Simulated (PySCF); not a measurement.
# Assigning NMR signals

Cartesian coordinates in Å; atom numbers follow the order of the lines, from 1:
```xyz
11

C    -1.190   -0.451    0.213
C    -0.117    0.535   -0.220
C     1.287   -0.036   -0.103
F    -0.203    1.662    0.585
H    -1.013   -0.763    1.239
H    -1.169   -1.324   -0.432
H    -2.172    0.011    0.154
H    -0.307    0.895   -1.240
H     1.479   -0.344    0.922
H     1.388   -0.896   -0.759
H     2.023    0.714   -0.384
```

- spin–spin couplings from B3LYP/pcJ-1 (spin–dipole term only in couplings to heteroatoms)
- coordinates at the GFN2-xTB level
- σ from GIAO-PBE0/pcSseg-1
- code: PySCF 2.14.0 with density-fitted response routines
- no relativistic terms, gas phase, a single conformation, equivalent nuclei averaged

Chemical shifts δ = σref − σ; 13C (σref 186.93) and 1H (σref 31.72) vs TMS, all at this level.

(1) Assign these signals to the numbered atoms. 13C{1H} NMR (computed): δ 89.7 (d, J = 222.1 Hz), 25.2 (d, J = 21.7 Hz).

(2) Assign these signals to the numbered atoms. 1H NMR (300 MHz, computed): δ 4.95 (d of sept, J = 55.0, 6.4 Hz, 1H), 1.32 (dd, J = 21.2, 6.4 Hz, 6H).

Results:

(1) 
89.7 → C2, sp3 CH bonded to F: pulled downfield by the heteroatom
25.2 → C1/C3, methyl carbon: a saturated carbon with 1 carbon neighbour and no heteroatom attached

(2) 
4.95 → H8, hydrogen on an sp3 CH bonded to F: its carbon carries F, which withdraws density
1.32 → H5/H6/H7/H9/H10/H11, hydrogen on a methyl carbon

Common functionals overestimate the size of one-bond C–F couplings by tens of Hz; these are unscaled. Multiplet labels drop couplings under 1 Hz and merge nearly equal ones. Unscaled 3J(H,H) at this level run about 10 % above measured values. Shifts are as computed. Against solution values, carbons near 30 ppm lie about +3 ppm off and those near 130 ppm about +5 ppm. Of 1211 compounds with measured shifts, 218 miss one by over three times the rms of a fit or turn the order of signals round; such compounds aren't used in these exercises.
